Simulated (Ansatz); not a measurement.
# MP2/STO-3G run of N2O (nitrous oxide)

Aim: the vertical ionisation energy of N2O (nitrous oxide) at MP2/STO-3G, from 2 runs. 

The calculation is run with Ansatz 0.2.0.

30 further runs of the same task are left out: 6 that didn't finish, 24 set aside as unsound or not needed.

**1. The molecule**

N2O: 3 atoms, total charge 0, spin state singlet. SMILES: `N#[N+][O-]`. The shape is that of a PBE0-D4/def2-TZVP optimisation.

Bond lengths: N1–N2 1.118 Å, N2–O3 1.174 Å. Angles: N1–N2–O3 180.0°.

**2. The energy at MP2/STO-3G**

File in.yaml:

```yaml
crystal:
  periodic: [false, false, false]
  atoms:
    - {symbol: N, position_ang: [-0.511700, 1.001300, -0.167900]}
    - {symbol: "N", position_ang: [-0.008400, 0.016500, -0.002800]}
    - {symbol: O, position_ang: [0.520100, -1.017800, 0.170700]}
basis:
  gaussian:
    orbitals: STO-3G
correlation:
  method: mp2
  frozen_orbitals: {"N": 1, O: 1}
accuracy: high
```

Command:

```console
ansatz run in.yaml --threads 1 --pin off --max-ram 2610MiB --events-out events.jsonl --progress --plain --runs-dir runs
```

Log:

```text
Warning: RAYON_NUM_THREADS=1 ignored (pool sized by the plan → 1); use --threads N
Functional definition: HF
  name "HF"
  exchange = exact_x
  correlation = 0
252 factors; integrals over basis functions are off by at most 2.3e-8 eV
mean field evaluation 1: about -4927.0866 eV, gradient 3.7e1 eV
mean field evaluation 2: about -4927.1515 eV, gradient 3.8e1 eV
mean field evaluation 4: about -4930.2822 eV, gradient 4.1e0 eV
mean field evaluation 8: about -4930.3439 eV, gradient 6.9e-2 eV
mean field -4930.34395590 eV, -181.1867984723 hartree, gradient 8.9e-8 eV, S^2 0.000000; 0 other end points of the search recorded, 0 dependent functions left out; unrestricted orbitals would lower it
mean field evaluation 16: about -4930.2754 eV, gradient 3.2e0 eV
3 core orbitals not correlated: weight in the atoms' cores, before any rotation towards them, 1.000 or more for the frozen orbitals, at most 0.000 for the correlated occupied ones
reference -4930.34395590 eV, -181.1867984723 hartree; 8, 8 occupied and 4, 4 virtual orbitals, 252 factors
second order -6.44151662 eV of doubles, -0.00000000 eV of singles
Total energy: -4936.78547253 eV, -181.4235198419 hartree
```

Wall time 0.12 s (1 thread of Intel Xeon Platinum 8375C at 2.90GHz (Ice Lake), shared host).

**3. The doublet cation**

File input.yaml:

```yaml
crystal:
  periodic: [false, false, false]
  atoms:
    - {symbol: "N", position_ang: [-0.511700, 1.001300, -0.167900]}
    - {symbol: "N", position_ang: [-0.008400, 0.016500, -0.002800]}
    - {symbol: O, position_ang: [0.520100, -1.017800, 0.170700]}
basis:
  gaussian:
    orbitals: STO-3G
total_charge: 1
magnetization:
  spin_polarized: true
  initial_magnetization: 1
correlation:
  method: mp2
  frozen_orbitals: {"N": 1, O: 1}
accuracy: high
```

Command:

```console
ansatz run input.yaml --threads 1 --pin off --max-ram 2610MiB --events-out events.jsonl --progress --plain --runs-dir runs
```

Log, cut to the lines that bear on the results:

```text
Warning: RAYON_NUM_THREADS=1 ignored (pool sized by the plan → 1); use --threads N
Functional definition: HF
  name "HF"
[...]
252 factors; integrals over basis functions are off by at most 2.3e-8 eV
[...]
mean field -4921.71354375 eV, -180.8696366755 hartree, gradient 4.1e-8 eV, S^2 0.980911; 4 other end points of the search recorded, 0 dependent functions left out
3 core orbitals not correlated: weight in the atoms' cores, before any rotation towards them, 1.000 or more for the frozen orbitals, at most 0.000 for the correlated occupied ones
reference -4921.71354375 eV, -180.8696366755 hartree; 8, 7 occupied and 4, 5 virtual orbitals, 252 factors
second order -4.23846864 eV of doubles, -0.00000000 eV of singles
Total energy: -4925.95201239 eV, -181.0253975250 hartree
```

It took 0.51 s on 1 thread of Intel Xeon Platinum 8375C at 2.90GHz (Ice Lake), shared host.

**4. Outcome**

Level: MP2/STO-3G, 3 core orbitals frozen.

```
                                                   quantity          value
                                  singlet N2O: total energy  -181.42352 Eh
   singlet N2O: correlation energy (3 core orbitals frozen)     -236.7 mEh
                               doublet cation: total energy  -181.02540 Eh
doublet cation: correlation energy (3 core orbitals frozen)     -155.8 mEh
          doublet cation: ⟨S²⟩ of the reference determinant          0.981
         vertical ionisation energy (to the doublet cation)      10.833 eV
```

What this shows: The vertical ionisation energy comes to 10.83 eV (1045 kJ/mol). In a minimal basis such a difference can be off by several eV, whatever the method. The restricted solution (singlet N2O) is unstable to spin breaking: an unrestricted one lies lower. ⟨S²⟩ (doublet cation) is 0.98 where a pure doublet has 0.75: the reference is spin-contaminated.
